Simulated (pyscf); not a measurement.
F–SiH₂–GeH₃ (SMILES F[SiH2][GeH3]) + HF (SMILES F) -> H₃Si–GeH₃ (SMILES [SiH3][GeH3]) + F–F (SMILES FF), a four-centre exchange (singlet surface; F–Si, F–H broken, H–Si, F–F formed). PySCF, gas phase, ωB97X-D3(BJ)/def2-SVP geometries. Energies in kcal/mol from the separated reactants.

Small-basis levels: PySCF, no dispersion term, spherical d functions. 

Task: Quick HF/STO-3G single points give ΔE‡ = 181.0 kcal/mol and ΔE = +46.0 kcal/mol. What does ωB97M-D3(BJ)/def2-TZVP give, and how far is the quick result from it?

Result: ωB97M-D3(BJ)/def2-TZVP gives ΔE‡ = 170.2 kcal/mol and ΔE = +153.7 kcal/mol. HF/STO-3G lies 10.8 kcal/mol over it in the barrier and 107.7 kcal/mol under it in the reaction energy, so on this step it does not hold to within 3.0 kcal/mol. ωB97M-D3(BJ)/def2-TZVP has limits of its own. At the saddle there is also a short F–Si contact that neither side keeps. The same reactants have a lower exit, to F–SiH₂• + GeH₃• + HF (no saddle counted: cutting one bond costs +75.8 kcal/mol at ωB97M-D3(BJ)/def2-TZVP, against +170.2 kcal/mol here). One saddle was located; it need not be the lowest between these sides. One closed-shell reference is unstable to symmetry breaking; treat the single-reference values with care. In the def2 sets elements up to Kr have no core potential.
